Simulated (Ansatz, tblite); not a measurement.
# The cluster B₂H₃: rung by rung

How do method and basis change the picture of the cluster B₂H₃ (doublet)?

Program: Ansatz 0.2.0, Gaussian basis. Level of theory: as each input shows. These are calculated values, not measurements.

Levels to be run: GFN1-xTB, GFN2-xTB, PBE-D4/def2-TZVP, r2SCAN-D4/def2-TZVP, B97M-V/def2-TZVP, ωB97M-V/def2-TZVP, BHLYP-D4/def2-TZVP, LC-ωPBE/def2-TZVP, LDA/def2-TZVP, PBE+5HF/def2-TZVP, PBE+10HF/def2-TZVP, PBE+15HF/def2-TZVP, PBE+35HF/def2-TZVP, PBE+50HF/def2-TZVP, PBE-D4/def2-SVP, PBE0-D4/def2-SVP, HF/STO-3G, HF/6-31G, B3LYP-D4/6-31G, PBE0-D4/def2-TZVPD, PBE-D4/def2-TZVPD, r2SCAN-D4/def2-TZVPD, CCSD(T)/def2-TZVPP, MP2/def2-TZVP, RPA/def2-TZVP, CCSD(T)/def2-TZVPD.

## (1) The relaxed structure

The doublet was relaxed beforehand with B3LYP-D4/def2-TZVP. At that level it is the lowest of the isomers that a small search found.

5 atoms, charge 0, spin multiplicity 2.

Bond lengths: B1–B2 1.561 Å, B1–H4 1.195 Å, B1–H5 1.195 Å, B2–H3 1.177 Å. Angles: B2–B1–H4 120.9°, B2–B1–H5 120.9°, H4–B1–H5 118.3°, B1–B2–H3 180.0°.

PBE0-D4/def2-TZVP was run before; its log isn't repeated, and its numbers join the tables.

## (2) GFN1-xTB

Tight binding, by tblite at 300 K electronic temperature and without a spin-polarisation term:

```python
tblite.interface.Calculator('GFN1-xTB', numbers, positions, charge=0, uhf=1).singlepoint()
```

Energy -116.9618 eV; 0.002 s.

## (3) GFN2-xTB

Tight binding, by tblite at 300 K electronic temperature and without a spin-polarisation term:

```python
tblite.interface.Calculator('GFN2-xTB', numbers, positions, charge=0, uhf=1).singlepoint()
```

Energy -105.8085 eV; 0.001 s.

## (4) PBE-D4/def2-TZVP

start.molden holds the orbitals of an earlier run on this state, given as this run's starting guess.

File in.yaml:

```yaml
crystal:
  periodic: [false, false, false]
  atoms:
    - {symbol: B, position_ang: [0.473081, -0.297472, -0.255385]}
    - {symbol: B, position_ang: [-0.728723, 0.458450, 0.393348]}
    - {symbol: H, position_ang: [-1.634540, 1.028026, 0.882489]}
    - {symbol: H, position_ang: [1.090602, 0.190097, -1.155170]}
    - {symbol: H, position_ang: [0.799590, -1.379101, 0.134718]}
basis:
  gaussian: {orbitals: def2-TZVP, initial_orbitals: start.molden}
magnetization: {spin_polarized: true, initial_magnetization: 1}
hamiltonian: {xc: pbe, dispersion: d4}
scf: {omitted_lower_state_checks: [starts]}
output: {forces: true, orbitals: {seedname: orbitals}}
```

Run with:

```bash
$ ansatz run in.yaml --threads 4 --pin off --events-out ev --progress --plain --max-ram 3916MiB
```

Output, shortened:

```text
Functional definition: PBE
  name "PBE"
  cite "Perdew, Burke & Ernzerhof, Phys. Rev. Lett. 77, 3865 (1996) doi:10.1103/PhysRevLett.77.3865"
  parent pbe
[...]
470 factors; their error is unknown
[...]
mean field -1396.16652735 eV, -51.3081735244 hartree, gradient 2.5e-5 eV, S^2 0.753359; 0 other end points of the search recorded, 0 dependent functions left out
[...]
reference -1396.16656949 eV, -51.3081750732 hartree; 7, 6 occupied and 73, 74 virtual orbitals, 470 factors
Total energy: -1396.21058582 eV, -51.3097926432 hartree
Atom 0 at     0.473081    -0.297472    -0.255385 Å, force    -0.192913     0.121249     0.103684 eV/Å
Atom 1 at    -0.728723     0.458450     0.393348 Å, force     0.197471    -0.124548    -0.106169 eV/Å
Atom 2 at    -1.634540     1.028026     0.882489 Å, force    -0.234897     0.147938     0.126653 eV/Å
Atom 3 at     1.090602     0.190097    -1.155170 Å, force     0.144703     0.086545    -0.192739 eV/Å
Atom 4 at     0.799590    -1.379101     0.134718 Å, force     0.085636    -0.231184     0.068571 eV/Å
Dipole moment:    -0.209512     0.131795     0.113102 e Å
Checks for a lower state left out: starts
```

Wall time 0.45 s (4 threads of Arm Neoverse V2, shared host).

From the report: HOMO -5.53 eV, LUMO -3.97 eV (over both spins); ⟨S²⟩ 0.753 (pure: 0.75).

## (5) r2SCAN-D4/def2-TZVP

in.yaml: that of step 4 with these lines changed.

```diff
@@ -11,4 +11,4 @@
 magnetization: {spin_polarized: true, initial_magnetization: 1}
-hamiltonian: {xc: pbe, dispersion: d4}
+hamiltonian: {xc: r2scan, dispersion: d4}
 scf: {omitted_lower_state_checks: [starts]}
-output: {forces: true, orbitals: {seedname: orbitals}}
+output: {orbitals: {seedname: orbitals}}
```

The command is unchanged.

Output, shortened:

```text
Functional definition: r2SCAN
  name "r2SCAN"
  cite "Furness, Kaplan, Ning, Perdew & Sun, J. Phys. Chem. Lett. 11, 8208 (2020) doi:10.1021/acs.jpclett.0c02405"
  cite "Furness, Kaplan, Ning, Perdew & Sun, J. Phys. Chem. Lett. 11, 9248 (2020) doi:10.1021/acs.jpclett.0c03077"
  parent r2scan
[...]
470 factors; their error is unknown
[...]
mean field -1397.74425143 eV, -51.3661538151 hartree, gradient 2.3e-5 eV, S^2 0.756120; 0 other end points of the search recorded, 0 dependent functions left out
reference -1397.74426747 eV, -51.3661544045 hartree; 7, 6 occupied and 73, 74 virtual orbitals, 470 factors
Total energy: -1397.75417743 eV, -51.3665185889 hartree
Checks for a lower state left out: starts
```

Wall time 0.8 s (4 threads of Arm Neoverse V2, shared host).

HOMO -5.83 eV, LUMO -3.43 eV (over both spins); ⟨S²⟩ 0.756 (pure: 0.75).

## (6) B97M-V/def2-TZVP

in.yaml: that of step 5 with these lines changed.

```diff
@@ -11,3 +11,3 @@
 magnetization: {spin_polarized: true, initial_magnetization: 1}
-hamiltonian: {xc: r2scan, dispersion: d4}
+hamiltonian: {xc: {name: B97M-V}}
 scf: {omitted_lower_state_checks: [starts]}
```

Launched as before.

Output, shortened:

```text
Functional definition: B97M-V
  name "B97M-V"
  cite "Mardirossian & Head-Gordon, J. Chem. Phys. 142, 074111 (2015) doi:10.1063/1.4907719"
  cite "Becke, J. Chem. Phys. 107, 8554 (1997) doi:10.1063/1.475007"
  cite "Vydrov & Van Voorhis, J. Chem. Phys. 133, 244103 (2010) doi:10.1063/1.3521275"
  # Of w^i u^j: cxij and so on, Table III.
[...]
  gx(w, u) = cx00 + cx01*u + cx02*u^2 + (cx10 + cx11*u)*w
[...]
      + integral(e_c_pw_mod_opposite_spin*gos(b97_w_opposite, b97_u_opposite)) + vv10(b, c)
[...]
470 factors; their error is unknown
[...]
mean field -1399.40785654 eV, -51.4272901752 hartree, gradient 9.9e-6 eV, S^2 0.753982; 0 other end points of the search recorded, 0 dependent functions left out
reference -1399.40791726 eV, -51.4272924066 hartree; 7, 6 occupied and 73, 74 virtual orbitals, 470 factors
Total energy: -1399.40791726 eV, -51.4272924066 hartree
Checks for a lower state left out: starts
```

It took 1.2 s on 4 threads of Arm Neoverse V2, shared host.

HOMO -5.60 eV, LUMO -3.89 eV (over both spins); ⟨S²⟩ 0.754 (pure: 0.75).

## (7) ωB97M-V/def2-TZVP

in.yaml: that of step 6 with these lines changed.

```diff
@@ -11,3 +11,3 @@
 magnetization: {spin_polarized: true, initial_magnetization: 1}
-hamiltonian: {xc: {name: B97M-V}}
+hamiltonian: {xc: {name: wB97M-V}}
 scf: {omitted_lower_state_checks: [starts]}
```

The command is unchanged.

Output, shortened:

```text
Functional definition: wB97M-V
  name "wB97M-V"
  cite "Mardirossian & Head-Gordon, J. Chem. Phys. 144, 214110 (2016) doi:10.1063/1.4952647"
  cite "Becke, J. Chem. Phys. 107, 8554 (1997) doi:10.1063/1.475007"
  cite "Vydrov & Van Voorhis, J. Chem. Phys. 133, 244103 (2010) doi:10.1063/1.3521275"
  # Of w^i u^j: cxij and so on, Table III.
[...]
  gx(w, u) = 1 - cx + cx01*u + cx10*w
[...]
470 factors; their error is unknown
155 factors; integrals over basis functions are off by at most 1.4e-5 eV
[...]
mean field -1397.68727208 eV, -51.3640598625 hartree, gradient 1.5e-5 eV, S^2 0.751849; 0 other end points of the search recorded, 0 dependent functions left out
reference -1397.68731796 eV, -51.3640615485 hartree; 7, 6 occupied and 73, 74 virtual orbitals, 470 factors
Total energy: -1397.68731796 eV, -51.3640615485 hartree
Checks for a lower state left out: starts
```

Wall time 1.1 s (4 threads of Arm Neoverse V2, shared host).

From the report: HOMO -8.43 eV, LUMO -1.16 eV (over both spins); ⟨S²⟩ 0.752 (pure: 0.75).

## (8) BHLYP-D4/def2-TZVP

in.yaml: that of step 7 with these lines changed.

```diff
@@ -11,3 +11,3 @@
 magnetization: {spin_polarized: true, initial_magnetization: 1}
-hamiltonian: {xc: {name: wB97M-V}}
+hamiltonian: {xc: {name: BHLYP}, dispersion: d4}
 scf: {omitted_lower_state_checks: [starts]}
```

Launched as before.

Output, shortened:

```text
Functional definition: BHLYP
  name "BHLYP"
  cite "Becke, J. Chem. Phys. 98, 1372 (1993) doi:10.1063/1.464304"
  cite "Becke, Phys. Rev. A 38, 3098 (1988) doi:10.1103/PhysRevA.38.3098"
  cite "Lee, Yang & Parr, Phys. Rev. B 37, 785 (1988) doi:10.1103/PhysRevB.37.785"
[...]
550 factors; their error is unknown
[...]
mean field -1398.16890212 eV, -51.3817594400 hartree, gradient 1.6e-5 eV, S^2 0.753051; 0 other end points of the search recorded, 0 dependent functions left out
reference -1398.16905502 eV, -51.3817650588 hartree; 7, 6 occupied and 73, 74 virtual orbitals, 550 factors
Total energy: -1398.22059729 eV, -51.3836592024 hartree
Checks for a lower state left out: starts
```

Run time: 0.4 s. Hardware: 4 threads of Arm Neoverse V2, shared host.

Report: HOMO -7.31 eV, LUMO -1.95 eV (over both spins); ⟨S²⟩ 0.753 (pure: 0.75).

## (9) LC-ωPBE/def2-TZVP

in.yaml: that of step 8 with these lines changed.

```diff
@@ -11,3 +11,3 @@
 magnetization: {spin_polarized: true, initial_magnetization: 1}
-hamiltonian: {xc: {name: BHLYP}, dispersion: d4}
+hamiltonian: {xc: {name: LC-wPBE}}
 scf: {omitted_lower_state_checks: [starts]}
```

The command is unchanged.

Output, shortened:

```text
Functional definition: LC-wPBE
  name "LC-wPBE"
  cite "Vydrov & Scuseria, J. Chem. Phys. 125, 234109 (2006) doi:10.1063/1.2409292"
  cite "Heyd & Scuseria, J. Chem. Phys. 120, 7274 (2004) doi:10.1063/1.1668634"
  cite "Ernzerhof & Perdew, J. Chem. Phys. 109, 3313 (1998) doi:10.1063/1.476928"
  cite "Perdew, Burke & Ernzerhof, Phys. Rev. Lett. 77, 3865 (1996) doi:10.1103/PhysRevLett.77.3865"
  parent pbe
[...]
470 factors; their error is unknown
204 factors; integrals over basis functions are off by at most 3.0e-5 eV
[...]
mean field -1397.46017220 eV, -51.3557140958 hartree, gradient 9.4e-6 eV, S^2 0.754449; 0 other end points of the search recorded, 0 dependent functions left out
reference -1397.46017221 eV, -51.3557140961 hartree; 7, 6 occupied and 73, 74 virtual orbitals, 470 factors
Total energy: -1397.46017221 eV, -51.3557140961 hartree
Checks for a lower state left out: starts
```

Run time: 0.5 s. Hardware: 4 threads of Arm Neoverse V2, shared host.

From the report: HOMO -9.24 eV, LUMO -0.45 eV (over both spins); ⟨S²⟩ 0.754 (pure: 0.75).

## (10) LDA/def2-TZVP

in.yaml: that of step 9 with these lines changed.

```diff
@@ -11,3 +11,3 @@
 magnetization: {spin_polarized: true, initial_magnetization: 1}
-hamiltonian: {xc: {name: LC-wPBE}}
+hamiltonian: {xc: lda}
 scf: {omitted_lower_state_checks: [starts]}
```

The command is unchanged.

Output, shortened:

```text
Functional definition: SPW92
  name "SPW92"
  cite "Dirac, Proc. Camb. Phil. Soc. 26, 376 (1930) doi:10.1017/S0305004100016108"
  cite "Slater, Phys. Rev. 81, 385 (1951) doi:10.1103/PhysRev.81.385"
  cite "Perdew & Wang, Phys. Rev. B 45, 13244 (1992) doi:10.1103/PhysRevB.45.13244"
[...]
470 factors; their error is unknown
[...]
mean field -1382.01317072 eV, -50.7880472616 hartree, gradient 7.2e-6 eV, S^2 0.751896; 0 other end points of the search recorded, 0 dependent functions left out
reference -1382.01320766 eV, -50.7880486195 hartree; 7, 6 occupied and 73, 74 virtual orbitals, 470 factors
Total energy: -1382.01320766 eV, -50.7880486195 hartree
Checks for a lower state left out: starts
```

It took 0.25 s on 4 threads of Arm Neoverse V2, shared host.

Report: HOMO -5.53 eV, LUMO -4.44 eV (over both spins); ⟨S²⟩ 0.752 (pure: 0.75).

## (11) PBE+5HF/def2-TZVP

in.yaml: that of step 10 with these lines changed.

```diff
@@ -11,3 +11,3 @@
 magnetization: {spin_polarized: true, initial_magnetization: 1}
-hamiltonian: {xc: lda}
+hamiltonian: {xc: {text: "exchange = 0.95*pbe_x + 0.05*exact_x\ncorrelation = pbe_c"}}
 scf: {omitted_lower_state_checks: [starts]}
```

The command is unchanged.

Output, shortened:

```text
Functional definition: unnamed
[...]
470 factors; their error is unknown
[...]
mean field -1396.25278302 eV, -51.3113433619 hartree, gradient 1.7e-5 eV, S^2 0.753440; 0 other end points of the search recorded, 0 dependent functions left out
reference -1396.25282311 eV, -51.3113448353 hartree; 7, 6 occupied and 73, 74 virtual orbitals, 470 factors
Total energy: -1396.25282311 eV, -51.3113448353 hartree
Checks for a lower state left out: starts
```

It took 0.4 s on 4 threads of Arm Neoverse V2, shared host.

From the report: HOMO -5.73 eV, LUMO -3.75 eV (over both spins); ⟨S²⟩ 0.753 (pure: 0.75).

## (12) PBE+10HF/def2-TZVP

in.yaml: that of step 11 with these lines changed.

```diff
@@ -11,3 +11,3 @@
 magnetization: {spin_polarized: true, initial_magnetization: 1}
-hamiltonian: {xc: {text: "exchange = 0.95*pbe_x + 0.05*exact_x\ncorrelation = pbe_c"}}
+hamiltonian: {xc: {text: "exchange = 0.90*pbe_x + 0.10*exact_x\ncorrelation = pbe_c"}}
 scf: {omitted_lower_state_checks: [starts]}
```

Same command.

Output, shortened:

```text
Functional definition: unnamed
[...]
470 factors; their error is unknown
[...]
mean field -1396.34203137 eV, -51.3146231782 hartree, gradient 1.1e-5 eV, S^2 0.753526; 0 other end points of the search recorded, 0 dependent functions left out
reference -1396.34206941 eV, -51.3146245761 hartree; 7, 6 occupied and 73, 74 virtual orbitals, 470 factors
Total energy: -1396.34206941 eV, -51.3146245761 hartree
Checks for a lower state left out: starts
```

It took 0.4 s on 4 threads of Arm Neoverse V2, shared host.

HOMO -5.94 eV, LUMO -3.54 eV (over both spins); ⟨S²⟩ 0.754 (pure: 0.75).

## (13) PBE+15HF/def2-TZVP

in.yaml: that of step 12 with these lines changed.

```diff
@@ -11,3 +11,3 @@
 magnetization: {spin_polarized: true, initial_magnetization: 1}
-hamiltonian: {xc: {text: "exchange = 0.90*pbe_x + 0.10*exact_x\ncorrelation = pbe_c"}}
+hamiltonian: {xc: {text: "exchange = 0.85*pbe_x + 0.15*exact_x\ncorrelation = pbe_c"}}
 scf: {omitted_lower_state_checks: [starts]}
```

Same command.

Output, shortened:

```text
Functional definition: unnamed
[...]
470 factors; their error is unknown
[...]
mean field -1396.43419234 eV, -51.3180100314 hartree, gradient 5.8e-6 eV, S^2 0.753616; 0 other end points of the search recorded, 0 dependent functions left out
reference -1396.43422832 eV, -51.3180113535 hartree; 7, 6 occupied and 73, 74 virtual orbitals, 470 factors
Total energy: -1396.43422832 eV, -51.3180113535 hartree
Checks for a lower state left out: starts
```

Run time: 0.4 s. Hardware: 4 threads of Arm Neoverse V2, shared host.

From the report: HOMO -6.14 eV, LUMO -3.32 eV (over both spins); ⟨S²⟩ 0.754 (pure: 0.75).

## (14) PBE+35HF/def2-TZVP

in.yaml: that of step 13 with these lines changed.

```diff
@@ -11,3 +11,3 @@
 magnetization: {spin_polarized: true, initial_magnetization: 1}
-hamiltonian: {xc: {text: "exchange = 0.85*pbe_x + 0.15*exact_x\ncorrelation = pbe_c"}}
+hamiltonian: {xc: {text: "exchange = 0.65*pbe_x + 0.35*exact_x\ncorrelation = pbe_c"}}
 scf: {omitted_lower_state_checks: [starts]}
```

Same command.

Output, shortened:

```text
Functional definition: unnamed
[...]
512 factors; their error is unknown
[...]
mean field -1396.83048007 eV, -51.3325733370 hartree, gradient 2.3e-5 eV, S^2 0.754025; 0 other end points of the search recorded, 0 dependent functions left out
reference -1396.83050776 eV, -51.3325743546 hartree; 7, 6 occupied and 73, 74 virtual orbitals, 512 factors
Total energy: -1396.83050776 eV, -51.3325743546 hartree
Checks for a lower state left out: starts
```

Wall time 0.4 s (4 threads of Arm Neoverse V2, shared host).

From the report: HOMO -6.97 eV, LUMO -2.47 eV (over both spins); ⟨S²⟩ 0.754 (pure: 0.75).

## (15) PBE+50HF/def2-TZVP

in.yaml: that of step 14 with these lines changed.

```diff
@@ -11,3 +11,3 @@
 magnetization: {spin_polarized: true, initial_magnetization: 1}
-hamiltonian: {xc: {text: "exchange = 0.65*pbe_x + 0.35*exact_x\ncorrelation = pbe_c"}}
+hamiltonian: {xc: {text: "exchange = 0.50*pbe_x + 0.50*exact_x\ncorrelation = pbe_c"}}
 scf: {omitted_lower_state_checks: [starts]}
```

Launched as before.

Output, shortened:

```text
Functional definition: unnamed
[...]
550 factors; their error is unknown
[...]
mean field -1397.15478097 eV, -51.3444911750 hartree, gradient 1.6e-5 eV, S^2 0.754384; 0 other end points of the search recorded, 0 dependent functions left out
reference -1397.15480239 eV, -51.3444919622 hartree; 7, 6 occupied and 73, 74 virtual orbitals, 550 factors
Total energy: -1397.15480239 eV, -51.3444919622 hartree
Checks for a lower state left out: starts
```

It took 0.4 s on 4 threads of Arm Neoverse V2, shared host.

Report: HOMO -7.59 eV, LUMO -1.84 eV (over both spins); ⟨S²⟩ 0.754 (pure: 0.75).

## (16) PBE-D4/def2-SVP

in.yaml: that of step 15 with these lines changed.

```diff
@@ -9,5 +9,5 @@
 basis:
-  gaussian: {orbitals: def2-TZVP, initial_orbitals: start.molden}
+  gaussian: {orbitals: def2-SVP, initial_orbitals: start.molden}
 magnetization: {spin_polarized: true, initial_magnetization: 1}
-hamiltonian: {xc: {text: "exchange = 0.50*pbe_x + 0.50*exact_x\ncorrelation = pbe_c"}}
+hamiltonian: {xc: pbe, dispersion: d4}
 scf: {omitted_lower_state_checks: [starts]}
```

The command is unchanged.

Output, shortened:

```text
Functional definition: PBE
  name "PBE"
  cite "Perdew, Burke & Ernzerhof, Phys. Rev. Lett. 77, 3865 (1996) doi:10.1103/PhysRevLett.77.3865"
  parent pbe
[...]
482 factors; their error is unknown
[...]
mean field -1394.54555664 eV, -51.2486039496 hartree, gradient 2.1e-5 eV, S^2 0.752870; 0 other end points of the search recorded, 0 dependent functions left out
reference -1394.54558539 eV, -51.2486050062 hartree; 7, 6 occupied and 36, 37 virtual orbitals, 482 factors
Total energy: -1394.58960172 eV, -51.2502225763 hartree
Checks for a lower state left out: starts
```

It took 0.25 s on 4 threads of Arm Neoverse V2, shared host.

Report: HOMO -5.48 eV, LUMO -3.91 eV (over both spins); ⟨S²⟩ 0.753 (pure: 0.75).

## (17) PBE0-D4/def2-SVP

in.yaml: that of step 16 with these lines changed.

```diff
@@ -11,3 +11,3 @@
 magnetization: {spin_polarized: true, initial_magnetization: 1}
-hamiltonian: {xc: pbe, dispersion: d4}
+hamiltonian: {xc: pbe0, dispersion: d4}
 scf: {omitted_lower_state_checks: [starts]}
```

Same command.

Output, shortened:

```text
Functional definition: PBE0
  name "PBE0"
  cite "Adamo & Barone, J. Chem. Phys. 110, 6158 (1999) doi:10.1063/1.478522"
  cite "Perdew, Burke & Ernzerhof, Phys. Rev. Lett. 77, 3865 (1996) doi:10.1103/PhysRevLett.77.3865"
  parent pbe
[...]
482 factors; their error is unknown
[...]
mean field -1395.05961962 eV, -51.2674954156 hartree, gradient 1.8e-5 eV, S^2 0.753142; 0 other end points of the search recorded, 0 dependent functions left out
reference -1395.05964131 eV, -51.2674962127 hartree; 7, 6 occupied and 36, 37 virtual orbitals, 482 factors
Total energy: -1395.09581583 eV, -51.2688256020 hartree
Checks for a lower state left out: starts
```

Run time: 0.25 s. Hardware: 4 threads of Arm Neoverse V2, shared host.

Report: HOMO -6.54 eV, LUMO -2.85 eV (over both spins); ⟨S²⟩ 0.753 (pure: 0.75).

## (18) HF/STO-3G

in.yaml: that of step 17 with these lines changed.

```diff
@@ -9,5 +9,5 @@
 basis:
-  gaussian: {orbitals: def2-SVP, initial_orbitals: start.molden}
+  gaussian: {orbitals: STO-3G}
 magnetization: {spin_polarized: true, initial_magnetization: 1}
-hamiltonian: {xc: pbe0, dispersion: d4}
+hamiltonian: {xc: hf}
 scf: {omitted_lower_state_checks: [starts]}
```

Same command.

Output, shortened:

```text
Functional definition: HF
  name "HF"
  cite "Fock, Z. Phys. 61, 126 (1930) doi:10.1007/BF01340294"
  parent pbe
[...]
165 factors; integrals over basis functions are off by at most 1.1e-4 eV
[...]
mean field -1370.49074867 eV, -50.3646060616 hartree, gradient 6.0e-5 eV, S^2 0.755738; 0 other end points of the search recorded, 0 dependent functions left out
reference -1370.49074867 eV, -50.3646060616 hartree; 7, 6 occupied and 6, 7 virtual orbitals, 165 factors
Total energy: -1370.49074867 eV, -50.3646060616 hartree
Checks for a lower state left out: starts
```

Run time: 0.05 s. Hardware: 4 threads of Arm Neoverse V2, shared host.

From the report: HOMO -7.15 eV, LUMO 5.45 eV (over both spins); ⟨S²⟩ 0.756 (pure: 0.75).

## (19) HF/6-31G

in.yaml: that of step 18 with these lines changed.

```diff
@@ -9,3 +9,3 @@
 basis:
-  gaussian: {orbitals: STO-3G}
+  gaussian: {orbitals: 6-31G}
 magnetization: {spin_polarized: true, initial_magnetization: 1}
```

Launched as before.

Output, shortened:

```text
Functional definition: HF
  name "HF"
  cite "Fock, Z. Phys. 61, 126 (1930) doi:10.1007/BF01340294"
  parent pbe
[...]
348 factors; integrals over basis functions are off by at most 2.2e-4 eV
[...]
mean field -1387.74821230 eV, -50.9988061527 hartree, gradient 1.8e-5 eV, S^2 0.755598; 0 other end points of the search recorded, 0 dependent functions left out
reference -1387.74821230 eV, -50.9988061527 hartree; 7, 6 occupied and 17, 18 virtual orbitals, 348 factors
Total energy: -1387.74821230 eV, -50.9988061527 hartree
Checks for a lower state left out: starts
```

It took 0.05 s on 4 threads of Arm Neoverse V2, shared host.

HOMO -8.74 eV, LUMO 1.56 eV (over both spins); ⟨S²⟩ 0.756 (pure: 0.75).

## (20) B3LYP-D4/6-31G

in.yaml: that of step 19 with these lines changed.

```diff
@@ -11,3 +11,3 @@
 magnetization: {spin_polarized: true, initial_magnetization: 1}
-hamiltonian: {xc: hf}
+hamiltonian: {xc: {name: B3LYP}, dispersion: d4}
 scf: {omitted_lower_state_checks: [starts]}
```

Launched as before.

Output, shortened:

```text
Functional definition: B3LYP
  name "B3LYP"
  cite "Stephens, Devlin, Chabalowski & Frisch, J. Phys. Chem. 98, 11623 (1994) doi:10.1021/j100096a001"
  cite "Becke, Phys. Rev. A 38, 3098 (1988) doi:10.1103/PhysRevA.38.3098"
  cite "Lee, Yang & Parr, Phys. Rev. B 37, 785 (1988) doi:10.1103/PhysRevB.37.785"
  cite "Vosko, Wilk & Nusair, Can. J. Phys. 58, 1200 (1980) doi:10.1139/p80-159"
[...]
348 factors; integrals over basis functions are off by at most 2.2e-4 eV
[...]
mean field -1398.41537056 eV, -51.3908169880 hartree, gradient 2.0e-5 eV, S^2 0.751704; 0 other end points of the search recorded, 0 dependent functions left out
reference -1398.41555519 eV, -51.3908237731 hartree; 7, 6 occupied and 17, 18 virtual orbitals, 348 factors
Total energy: -1398.48723726 eV, -51.3934580406 hartree
Checks for a lower state left out: starts
```

Wall time 0.2 s (4 threads of Arm Neoverse V2, shared host).

HOMO -5.96 eV, LUMO -2.93 eV (over both spins); ⟨S²⟩ 0.752 (pure: 0.75).

(Part 1 of 2 ends here.)
